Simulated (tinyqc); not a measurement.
RHF in the sto-3g basis, for CH3+, spin multiplicity 1, step by step. One step of it, computed by the program tinyqc.

Problem. Iteration 6 (converged): orbitals. Diagonalise F' = X^T F X, C = X C', fill 4 alpha and 4 beta electrons from the bottom; D = 2 C_occ C_occ^T. Each column has its largest component positive (the first on a tie).

converged F (hartree), order 1C 1s, 1C 2s, 1C 2px, 1C 2py, 1C 2pz, 2H 1s, 3H 1s, 4H 1s:
$$\begin{pmatrix}
-11.586904 & -3.100151 & 0.000003 & 0.000000 & -0.000693 & -0.750927 & -0.751590 & -0.751590 \\
-3.100151 & -1.944843 & 0.000038 & 0.000000 & 0.019720 & -0.895878 & -0.896349 & -0.896349 \\
0.000003 & 0.000038 & -0.776592 & 0.000000 & -0.000008 & -0.619484 & 0.309658 & 0.309658 \\
0.000000 & 0.000000 & 0.000000 & -0.776846 & 0.000000 & 0.000000 & -0.536708 & 0.536708 \\
-0.000693 & 0.019720 & -0.000008 & 0.000000 & -0.237136 & 0.025543 & 0.025561 & 0.025561 \\
-0.750927 & -0.895878 & -0.619484 & 0.000000 & 0.025543 & -0.797452 & -0.259426 & -0.259426 \\
-0.751590 & -0.896349 & 0.309658 & -0.536708 & 0.025561 & -0.259426 & -0.797838 & -0.259411 \\
-0.751590 & -0.896349 & 0.309658 & 0.536708 & 0.025561 & -0.259426 & -0.259411 & -0.797838
\end{pmatrix}$$

X, order 1C 1s, 1C 2s, 1C 2px, 1C 2py, 1C 2pz, 2H 1s, 3H 1s, 4H 1s:
$$\begin{pmatrix}
1.028365 & -0.165705 & 0.000000 & 0.000000 & 0.001627 & 0.025413 & 0.025416 & 0.025416 \\
-0.165705 & 1.411334 & -0.000070 & 0.000000 & -0.017344 & -0.330340 & -0.330605 & -0.330605 \\
0.000000 & -0.000070 & 1.184702 & 0.000000 & 0.000004 & -0.338545 & 0.169281 & 0.169281 \\
0.000000 & 0.000000 & 0.000000 & 1.184980 & 0.000000 & 0.000000 & -0.293454 & 0.293454 \\
0.001627 & -0.017344 & 0.000004 & 0.000000 & 1.000777 & 0.014850 & 0.014865 & 0.014865 \\
0.025413 & -0.330340 & -0.338545 & 0.000000 & 0.014850 & 1.253358 & -0.030800 & -0.030800 \\
0.025416 & -0.330605 & 0.169281 & -0.293454 & 0.014865 & -0.030800 & 1.253655 & -0.030852 \\
0.025416 & -0.330605 & 0.169281 & 0.293454 & 0.014865 & -0.030800 & -0.030852 & 1.253655
\end{pmatrix}$$

Give: F' = X^T F X; orbital energies; coefficients C; D after iteration 6.

Solution.

F' = X^T F X (hartree):
$$\begin{pmatrix}
-11.348 & -1.590 & 0.000 & 0.000 & 0.001 & -0.105 & -0.105 & -0.105 \\
-1.590 & -0.912 & 0.000 & 0.000 & -0.004 & -0.440 & -0.441 & -0.441 \\
0.000 & 0.000 & -0.437 & 0.000 & 0.000 & -0.503 & 0.252 & 0.252 \\
0.000 & 0.000 & 0.000 & -0.437 & 0.000 & 0.000 & -0.436 & 0.436 \\
0.001 & -0.004 & 0.000 & 0.000 & -0.236 & 0.018 & 0.018 & 0.018 \\
-0.105 & -0.440 & -0.503 & 0.000 & 0.018 & -0.272 & -0.059 & -0.059 \\
-0.105 & -0.441 & 0.252 & -0.436 & 0.018 & -0.059 & -0.272 & -0.059 \\
-0.105 & -0.441 & 0.252 & 0.436 & 0.018 & -0.059 & -0.059 & -0.272
\end{pmatrix}$$

orbital energies (hartree): MO1 -11.593, MO2 -1.271, MO3 -0.952, MO4 -0.952, MO5 -0.237, MO6 0.215, MO7 0.302, MO8 0.302

coefficients C, order 1C 1s, 1C 2s, 1C 2px, 1C 2py, 1C 2pz, 2H 1s, 3H 1s, 4H 1s:
$$\begin{pmatrix}
0.993 & -0.234 & 0.000 & 0.000 & -0.015 & -0.214 & 0.000 & 0.000 \\
0.032 & 0.735 & 0.000 & 0.000 & 0.074 & 1.342 & -0.002 & 0.000 \\
0.000 & 0.000 & 0.000 & 0.644 & 0.000 & 0.001 & 1.077 & 0.000 \\
0.000 & 0.000 & 0.644 & 0.000 & 0.000 & 0.000 & 0.000 & 1.078 \\
0.000 & -0.013 & 0.000 & 0.000 & 0.997 & -0.090 & 0.000 & 0.000 \\
-0.006 & 0.180 & 0.000 & 0.412 & -0.026 & -0.743 & -1.021 & 0.000 \\
-0.006 & 0.180 & 0.357 & -0.206 & -0.026 & -0.741 & 0.512 & -0.885 \\
-0.006 & 0.180 & -0.357 & -0.206 & -0.026 & -0.741 & 0.512 & 0.885
\end{pmatrix}$$

D after iteration 6, order 1C 1s, 1C 2s, 1C 2px, 1C 2py, 1C 2pz, 2H 1s, 3H 1s, 4H 1s:
$$\begin{pmatrix}
2.081 & -0.281 & 0.000 & 0.000 & 0.005 & -0.096 & -0.096 & -0.096 \\
-0.281 & 1.083 & 0.000 & 0.000 & -0.019 & 0.265 & 0.265 & 0.265 \\
0.000 & 0.000 & 0.829 & 0.000 & 0.000 & 0.531 & -0.265 & -0.265 \\
0.000 & 0.000 & 0.000 & 0.829 & 0.000 & 0.000 & 0.459 & -0.459 \\
0.005 & -0.019 & 0.000 & 0.000 & 0.000 & -0.005 & -0.005 & -0.005 \\
-0.096 & 0.265 & 0.531 & 0.000 & -0.005 & 0.405 & -0.105 & -0.105 \\
-0.096 & 0.265 & -0.265 & 0.459 & -0.005 & -0.105 & 0.405 & -0.105 \\
-0.096 & 0.265 & -0.265 & -0.459 & -0.005 & -0.105 & -0.105 & 0.405
\end{pmatrix}$$
